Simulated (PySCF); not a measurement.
# Löwdin shares of the frontier orbitals

Species: mercaptoacetone, C3H6OS.
Z-matrix (Å and degrees, PBE0-D3(BJ)/def2-SVP geometry), rows numbered from 1:
```
C 
C   1  1.5054
O   2  1.2070  1  123.02
C   2  1.5181  1  116.73  3   178.98
S   4  1.8216  2  110.16  1   -77.47
H   1  1.1027  2  109.04  3   106.95
H   1  1.0997  2  110.79  3  -134.84
H   1  1.0969  2  109.88  3   -12.42
H   4  1.0984  2  109.44  1   160.36
H   4  1.1004  2  111.71  1    38.84
H   5  1.3508  4   95.67  2   -60.96
```

Method: TDDFT CAM-B3LYP/def2-SVPD, vertical, gas phase, core orbitals frozen in the response (PySCF 2.14.0, density-fitted response routines).

Kohn–Sham orbitals with the atoms that hold most of them (Löwdin shares over 4%, at most four atoms; ? is withheld):

```tsv
orbital	ε (eV)	atoms
HOMO-3	-12.07	O3 29%, S5 16%, C2 14%, C1 11%
HOMO-2	-11.19	S5 47%, O3 21%, C4 12%, C2 8%
HOMO-1	-9.36	?
HOMO	-8.51	?
LUMO	?	C2 31%, O3 27%, S5 20%, C4 8%
LUMO+1	0.84	S5 42%, H11 10%, C4 9%, C1 8%
LUMO+2	1.24	S5 62%, H11 12%, O3 6%, H10 5%
```

Give the leading atoms of the HOMO-1.

O3 (bonded to C) 44%; S5 (bonded to C and H) 27%; C4 (bonded to C, S and 2 H) 10%; C2 (bonded to 2 C and O) 7%. By element: oxygen 44%, sulfur 27%, carbon 17% or more.

Which atoms hold the HOMO, and with what shares?

S5 (bonded to C and H) 52%; O3 (bonded to C) 18%; C4 (bonded to C, S and 2 H) 11%; C2 (bonded to 2 C and O) 7%. By element: sulfur 52%, oxygen 18%, carbon 18% or more.

What is the LUMO energy, and the HOMO–LUMO gap?

ε(LUMO) = 0.14 eV; the gap is 8.64 eV (0.3177 hartree).

How does S1 compare with the orbital gap of 8.64 eV?

S1 is at 4.31 eV (f = 0.0033), 4.33 eV below the gap, made of HOMO→LUMO (57%), HOMO-1→LUMO (34%). Without the coupling terms of the response equations the lowest excitation would equal the gap.

Next come S2 at 5.40 eV (f 0.0040), HOMO-1→LUMO (39%), HOMO→LUMO (26%), HOMO→LUMO+1 (19%); S3 at 5.96 eV (f 0.024), HOMO→LUMO+1 (56%), HOMO-1→LUMO (15%), HOMO→LUMO (11%); S4 at 6.70 eV (f 0.012), HOMO→LUMO+2 (82%); S5 at 7.08 eV (f 0.028), HOMO-1→LUMO+1 (57%), HOMO→LUMO+1 (14%), HOMO→LUMO+3 (10%).

On one thread of an x86-64 server (shared host), this took 59 s.

One conformer stands for the species.
